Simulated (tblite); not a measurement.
Run record: molecular-dynamics run, `CO/C=C\Cl`.

Computed with GFN2-xTB (tblite), gas phase: Langevin dynamics at 300 K from the optimised GFN2-xTB geometry, time step 0.5 fs, friction 0.01 fs⁻¹, 2000 steps. The input is one job of a driver script: a line of settings, then coordinates in Å. «temperature» is in K, «steps» counts time steps and «every» is the stride of the printed frames; «frames» go on to single points.

Command:
```bash
OMP_NUM_THREADS=1 python probes_run.py task.json out
```

Input:
```
{"job": {"kind": "md", "xc": "GFN2-xTB", "basis": "xTB", "temperature": 300, "steps": 2000, "every": 50, "frames": 5}, "charge": 0, "multiplicity": 1}
C     -1.366381    -0.190110    -0.476540
O     -0.323018    -1.099702    -0.186255
C      0.862743    -0.642663     0.246339
C      1.347104     0.570240     0.490199
Cl     0.547312     2.099931     0.318299
H     -2.205045    -0.804694    -0.800508
H     -1.085387     0.495261    -1.278579
H     -1.654048     0.381814     0.407933
H      1.526314    -1.482633     0.416422
H      2.359289     0.677209     0.840163
```

Output:
```
t/fs     T/K      E/eV
    0.0   254.2   -477.57782
   25.0   169.3   -477.37359
   50.0   161.8   -477.35036
   75.0   258.3   -477.33572
  100.0   245.2   -477.30510
  125.0   137.3   -477.13341
  150.0   177.7   -477.22629
  175.0   246.1   -477.26760
  200.0   249.8   -477.28747
  225.0   246.0   -477.23195
  250.0   258.9   -477.24964
  275.0   258.1   -477.14137
  300.0   262.4   -477.18594
  325.0   202.8   -477.21392
  350.0   239.1   -477.28483
  375.0   245.4   -477.29469
  400.0   254.4   -477.25055
  425.0   369.2   -477.37570
  450.0   388.3   -477.31873
  475.0   327.2   -477.27557
  500.0   174.7   -477.14189
  525.0   224.9   -477.21895
  550.0   284.2   -477.25893
  575.0   266.0   -477.17475
  600.0   283.0   -477.30322
  625.0   203.4   -477.26378
  650.0   248.2   -477.33965
  675.0   229.3   -477.38729
  700.0   228.3   -477.31838
  725.0   241.2   -477.23892
  750.0   299.5   -477.33086
  775.0   303.3   -477.22074
  800.0   277.4   -477.33758
  825.0   360.2   -477.35001
  850.0   523.3   -477.38639
  875.0   505.9   -477.37099
  900.0   397.8   -477.17677
  925.0   289.6   -477.06112
  950.0   383.0   -477.16968
  975.0   408.5   -477.27549
 1000.0   381.1   -477.12183
```

E is the potential energy; T comes from the kinetic energy over all 3N coordinates.

Task: Sum up the printed frames.

Result: 41 frames over 1000 fs. T runs from 137 K (125 fs) to 523 K (850 fs), with a mean of 280 K over all frames and 310 K from 500 fs on. E starts at -477.578 eV, peaks 0.517 eV above that at 925 fs, and averages 0.318 eV above it from 500 fs on.

Task: Give the last frame.

Result: 1.10 Å rms from the start after alignment:
```
atom  x, y, z in Å
C1     -2.112    0.399   -0.554
O2     -1.520   -0.611    0.230
C3     -0.321   -0.395    0.912
C4      0.411    0.683    1.008
Cl5    -0.025    2.375    1.056
H6     -1.986    1.398   -0.119
H7     -3.188    0.147   -0.644
H8     -1.583    0.507   -1.520
H9      0.190   -1.305    1.280
H10     1.412    0.651    1.348
```

Task: Estimate the wall time. Hardware: one thread of an AMD EPYC 9B45, shared host with 96 logical CPUs at a one-minute load of 10. And the peak memory of the process?

Result: About 4.1 s, with 0.18 GiB resident at the peak, the Python interpreter and its libraries included.
